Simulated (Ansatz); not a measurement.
# C3H4N2: the cost of one run

Program: the Python package of Ansatz 0.2.0. The levels of theory stand in the script. These are calculated values, not measurements.

## (1) The structure

Bond lengths: N1–C2 1.161 Å, C2–C3 1.462 Å, C3–C4 1.500 Å, C4–N5 1.292 Å, C3–H6 1.094 Å, C3–H7 1.095 Å, C4–H8 1.104 Å, N5–H9 1.028 Å. Angles: N1–C2–C3 178.7°, C2–C3–C4 109.6°, C2–C3–H6 111.0°, C2–C3–H7 110.1°, C4–C3–H6 109.9°, C4–C3–H7 107.7°, H6–C3–H7 108.3°, C3–C4–N5 121.6°, C3–C4–H8 117.9°, N5–C4–H8 120.5°, C4–N5–H9 110.2°.

The script holds or builds the structure itself.

## (2) The script

methods.py

```python
from pathlib import Path

import ansatz as az
import numpy as np

molecule = (
    az.Crystal.molecule()
    .atom('N', (2.7189, 0.2402, 0.4579))
    .atom('C', (1.6799, -0.1458, 0.1134))
    .atom('C', (0.3666, -0.646, -0.2902))
    .atom('C', (-0.7024, 0.2707, 0.2267))
    .atom('N', (-1.5844, 0.7933, -0.5596))
    .atom('H', (0.2945, -0.7266, -1.3792))
    .atom('H', (0.1925, -1.637, 0.1408))
    .atom('H', (-0.7322, 0.4681, 1.3128))
    .atom('H', (-2.2335, 1.3831, -0.0226))
)

model = molecule.calculation().basis(gaussian='def2-SVP')

print('functional    E (Ha)        dipole (D)   HOMO (eV)  LUMO (eV)')
for name in ['lda', 'r2scan', 'hf', 'hse06', 'pbe', 'blyp']:
    report = model.functional(name).forces().orbitals().run(runs_dir='runs').report
    lines = Path(report['orbitals_path']).read_text().splitlines()
    field_of = lambda key: [line.split('=')[1].strip() for line in lines if line.startswith(key)]
    orbitals = [(27.211386 * float(e), s, float(n)) for e, s, n in zip(field_of('Ene='), field_of('Spin='), field_of('Occup='))]
    homo = max(e for e, _, n in orbitals if n > 0.5)
    lumo = min(e for e, _, n in orbitals if n < 0.5)
    dipole = 4.803205 * np.linalg.norm(report['charge_distribution']['dipole_moment_e_ang'])
    print(f'{name:10s} {report["free_energy_ev"] / 27.211386246:14.6f} {dipole:9.3f} {homo:11.3f} {lumo:10.3f}')
```

## (3) Running it

On the command line:

```console
$ python methods.py
```

**Question.** How long does this script take on 1 thread of AMD EPYC 9B14 (Zen 4), shared host, and how much memory does it need?

About 10 s, with a peak of 0.26 GiB.
